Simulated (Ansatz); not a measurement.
The input, for Ansatz 0.2.0:

```yaml
crystal:
  periodic: [false, false, false]
  atoms:
    - {symbol: N, position_ang: [-1.127377, 0.013798, -0.027687]}
    - {symbol: H, position_ang: [-1.424657, 0.981632, -0.027687]}
    - {symbol: H, position_ang: [-1.424656, -0.388500, 0.852572]}
    - {symbol: H, position_ang: [-0.114917, 0.013798, -0.027687]}
    - {symbol: N, position_ang: [1.232623, 0.013798, -0.027687]}
    - {symbol: H, position_ang: [1.501704, -0.990428, -0.027687]}
basis:
  gaussian: {orbitals: cc-pVDZ}
magnetization: {spin_polarized: false, initial_magnetization: 2}
correlation: {method: ccsdt_q, electrons: outside_noble_gas}
```

```sh
$ ansatz run in.yaml --threads 1 --pin off --events-out ev --progress --plain --max-ram 2393MiB
```

Roughly how long does this take on 1 thread of Intel Xeon 6975P-C, shared host, and how much host memory?

92 s wall and 1.1 GiB.

```
902 factors; integrals over basis functions are off by at most 2.4e-7 eV
mean field evaluation 1: about -3021.2541 eV, gradient 2.7e1 eV
mean field evaluation 2: about -3021.2967 eV, gradient 2.7e1 eV
mean field evaluation 4: about -3023.3228 eV, gradient 4.0e0 eV
mean field evaluation 8: about -3023.3991 eV, gradient 1.2e-1 eV
mean field evaluation 16: about -3022.8299 eV, gradient 1.2e1 eV
mean field evaluation 32: about -3019.7487 eV, gradient 3.7e-1 eV
mean field -3023.39928023 eV, -111.1078742147 hartree, gradient 2.2e-6 eV, S^2 2.000000; 0 other end points of the search recorded, 0 dependent functions left out
mean field evaluation 64: about -3023.6419 eV, gradient 9.3e-2 eV
2 core orbitals not correlated: weight in the atoms' cores, before any rotation towards them, 1.000 or more for the frozen orbitals, at most 0.000 for the correlated occupied ones
reference -3023.39928023 eV, -111.1078742147 hartree; 8, 6 occupied and 38, 40 virtual orbitals, 902 factors
second order -8.34259589 eV of doubles, -0.14106527 eV of singles
cycle   1  -9.12702373 eV  change   -6.4e-1 eV  update   6.8e-2
cycle   2  -9.51369097 eV  change   -3.9e-1 eV  update   2.7e-2
cycle   3  -9.64460414 eV  change   -1.3e-1 eV  update   1.9e-2
cycle   4  -9.63461559 eV  change    1.0e-2 eV  update   9.2e-3
cycle   5  -9.62901633 eV  change    5.6e-3 eV  update   7.4e-3
cycle   6  -9.63568751 eV  change   -6.7e-3 eV  update   3.7e-3
cycle   7  -9.63726615 eV  change   -1.6e-3 eV  update   2.0e-3
cycle   8  -9.63728228 eV  change   -1.6e-5 eV  update   1.0e-3
cycle   9  -9.63762156 eV  change   -3.4e-4 eV  update   4.2e-4
cycle  10  -9.63745793 eV  change    1.6e-4 eV  update   2.1e-4
cycle  11  -9.63738753 eV  change    7.0e-5 eV  update   1.2e-4
cycle  12  -9.63748862 eV  change   -1.0e-4 eV  update   7.8e-5
cycle  13  -9.63751634 eV  change   -2.8e-5 eV  update   4.1e-5
cycle  14  -9.63755871 eV  change   -4.2e-5 eV  update   2.3e-5
cycle  15  -9.63756403 eV  change   -5.3e-6 eV  update   1.1e-5
cycle  16  -9.63755780 eV  change    6.2e-6 eV  update   5.5e-6
cycle  17  -9.63755598 eV  change    1.8e-6 eV  update   3.0e-6
cycle  18  -9.63755715 eV  change   -1.2e-6 eV  update   1.8e-6
cycle  19  -9.63755843 eV  change   -1.3e-6 eV  update   1.1e-6
cycle  20  -9.63755957 eV  change   -1.1e-6 eV  update   5.7e-7
perturbative correction -0.01431978 eV, -0.0005262421 hartree
Total energy: -3033.05115957 eV, -111.4625742383 hartree
```

For the same geometry and basis UCCSDT(Q) lies 1.7 meV lower.
